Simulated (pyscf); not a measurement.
O=Nb(F)(F)–F (SMILES [O]=[Nb]([F])([F])[F]) + H₂O (SMILES O) → HO–Nb(OH)(F)(F)–F (SMILES [OH][Nb]([OH])([F])([F])[F]), gas phase, singlet surface. Single points on ωB97X-D3(BJ)/def2-SVP structures (PySCF, gas phase). ΔG in kcal/mol from ωB97M-D3(BJ)/def2-TZVP energies (ideal gas, 1 atm, RRHO with modes under 100 cm⁻¹ raised to 100, one conformer, R ln 2 for chiral ones without a mode under 150 cm⁻¹).

```json
[
 {"T (K)": "298", "ΔG": "-3.7"},
 {"T (K)": "600", "ΔG": "?"},
 {"T (K)": "900", "ΔG": "+13.7"},
 {"T (K)": "1200", "ΔG": "+21.5"}
]
```

**Question.** Fit a line to the three values, predict ΔG at 600 K, and estimate where the reaction turns unfavourable at 1 atm of each gas.

**Answer.** Least squares gives ΔG = -11.9 + 28.1 × T/1000 K, so ΔS is about -118 J/(mol K) and ΔH about -11.9 kcal/mol over this range (ΔH at 298 K: -13.1). At 600 K the line gives +5.0; the computed value is +5.4. ΔG = 0 falls near 420 K; 1 kcal/mol in the energy moves that by 36 K. This is thermodynamics alone and says nothing of the barrier. Elements past Kr carry the def2 core potentials, without spin-orbit coupling.
